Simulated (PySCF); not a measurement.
# Spin-rotation constants: SMILES c1ccccc1, C$_{6}$H$_{6}$

Cartesian coordinates in Å; atom numbers follow the order of the lines, from 1:
```xyz
12

C     0.9625    1.0085   -0.0197
C     1.3549   -0.3300   -0.0145
C     0.3920   -1.3388    0.0028
C    -0.9632   -1.0092    0.0150
C    -1.3557    0.3292    0.0098
C    -0.3928    1.3380   -0.0075
H     1.7168    1.7991   -0.0335
H     2.4168   -0.5880   -0.0241
H     0.6992   -2.3876    0.0069
H    -1.7176   -1.7998    0.0287
H    -2.4176    0.5873    0.0193
H    -0.7000    2.3868   -0.0116
```

Method used: GIAO B3LYP/aug-cc-pVDZ magnetisability, rotational g tensor and spin-rotation constants, non-relativistic, gas phase in PySCF 2.14.0. Geometry: PBE0-D3(BJ)/def2-SVP.

(1) Give the nuclear spin-rotation constants along the inertial axes (H = +C I·J) beside the isotropic shieldings.

Answers

(1) Rotational constants 5.6954, 5.6942, 2.8474 GHz. A star marks the isotopologue with that one atom substituted, in its own axes.
| atom | isotope | Caa (kHz) | Cbb (kHz) | Ccc (kHz) | mean (kHz) | σ (ppm) |
| --- | --- | --- | --- | --- | --- | --- |
| H7 | 1H | 0.038 | 0.038 | -0.273 | -0.066 | 24.0 |
| H8 | 1H | 0.038 | 0.038 | -0.273 | -0.066 | 24.0 |
| H9 | 1H | 0.038 | 0.038 | -0.273 | -0.066 | 24.0 |
| H10 | 1H | 0.038 | 0.038 | -0.273 | -0.066 | 24.0 |
| H11 | 1H | 0.038 | 0.038 | -0.273 | -0.066 | 24.0 |
| H12 | 1H | 0.038 | 0.038 | -0.273 | -0.066 | 24.0 |
| C1 | 13C* | 2.672 | 1.847 | 0.292 | 1.604 | 65.0 |

Where two moments of inertia are equal or nearly so, the constants along those axes are given as their average.
For the geometry as given, no vibrational averaging.
